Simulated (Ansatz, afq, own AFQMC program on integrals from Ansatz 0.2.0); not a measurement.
Integrals from Ansatz 0.2.0, then the random walk in our own AFQMC program (afq).

```yaml
crystal:
  periodic: [false, false, false]
  atoms:
    - {symbol: Be, position_ang: [0.000000, 0.000000, 1.052730]}
    - {symbol: Be, position_ang: [0.000000, 0.000000, -1.052730]}
    - {symbol: H, position_ang: [0.000000, 0.000000, 2.400248]}
    - {symbol: H, position_ang: [0.000000, 0.000000, -2.400248]}
basis:
  gaussian: {orbitals: cc-pVDZ}
magnetization: {spin_polarized: false}
correlation: {method: ccsd_t, electrons: outside_noble_gas, hamiltonian_folder: ham}
```

```sh
$ ansatz run in.yaml --threads 1 --pin off --events-out ev --progress --plain --max-ram 1382MiB
```

afq runs on the folder ham with

```
--method phaseless --trial hf --walkers 160 --populations 1 --least-time 40 --time-step 0.005 --steps-per-block 20 --equilibration-blocks 112 --max-blocks 600 --target-error 0.00087 --factor-cut 1e-05 --seed 4421 --taylor-order 6
```

Times are imaginary, in 1/Eh. The walk had a cap of 490 s.

Log:

```
orbitals 36  electrons 3 3  factors 270 of 344
reference energy -30.38205211 Eh
CCSD correlation -0.10665331 Eh in 10 cycles, weight of the determinant in the CISD state 0.9165
energy of the start -30.382052 Eh
 block  time / (1/Eh)  mean weight  energy / Eh
     1     0.100  1.0004  -30.398039
     2     0.200  0.9996  -30.411620
     3     0.300  0.9995  -30.422975
     4     0.400  0.9999  -30.429974
     5     0.500  1.0008  -30.436962
    10     1.000  1.0008  -30.459976
    86     8.600  1.0003  -30.485840
   120    12.000  0.9985  -30.511609
   171    17.100  1.0000  -30.490111
   256    25.600  1.0003  -30.483694
   273    27.300  0.9996  -30.476300
   341    34.100  1.0005  -30.484341
   426    42.600  0.9992  -30.505762
   511    51.100  0.9993  -30.487036
   596    59.600  1.0001  -30.479952
   681    68.100  1.0006  -30.487506
   698    69.800  1.0009  -30.494899
blocks merged  error / Eh  count
     1  0.000383  600
     2  0.000507  300
     4  0.000672  150
     8  0.000872  75
    16  0.001030  37
    32  0.001284  18
    64  0.001281  9
energy -30.492745 +/- 0.001284 Eh
(rows thinned)
```

The run passed its tests (sampling time, drift between the halves within three errors, error under three times the target), which doesn't prove that it has relaxed.

Against this walk (error 34.9 meV) on the same determinant: CCSD(T) 72.7 meV higher, CCSDT(Q) 58.8 meV higher (within the noise), full CI 58.4 meV higher (within the noise). The error is statistical and leaves out the bias of the constraint.

Cautions: constraint bias not in the error; error above the target (34.9 against 23.7 meV).

The walk took 2.5 min on 1 thread of Arm Neoverse V2, on a shared host. The log's last line is the phaseless energy.

CCSDT and higher add their correlation energy to the determinant of the CCSD(T) run, since their own runs factorise the integrals more tightly (a shift of under 2 meV). A walk keeps the symmetry of its determinant, which the program's search chose and which needn't be the lowest solution, so a lower state of the same spin and another symmetry isn't excluded.
